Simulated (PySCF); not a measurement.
propene (C3H6), SMILES C=CC.

Geometry: ωB97X-D3(BJ)/def2-TZVP.

Level of theory: HF/def2-TZVPD (PySCF).

The molecule is in vacuum.

Problem. Estimate the frontier levels, gap, dipole moment and polarisability. (The exact figures need the calculation; the answer reports its results.)

Solution. 
```
Property                                                                                                        Value
---------------------------------------------------------------------------------------------  ----------------------
highest occupied level                                                                                       -9.81 eV
lowest empty level                                                                                            2.14 eV
orbital gap                                                                                                  11.96 eV
dipole moment                                                                                                  0.41 D
quadrupole, principal values (traceless, Buckingham form, about the centre of nuclear charge)   -3.01, 1.03, 1.98 D·Å
mean static polarisability                                                                       39.3 bohr³ (5.82 Å³)
polarisability, principal values                                                               31.4, 35.7, 50.7 bohr³
```
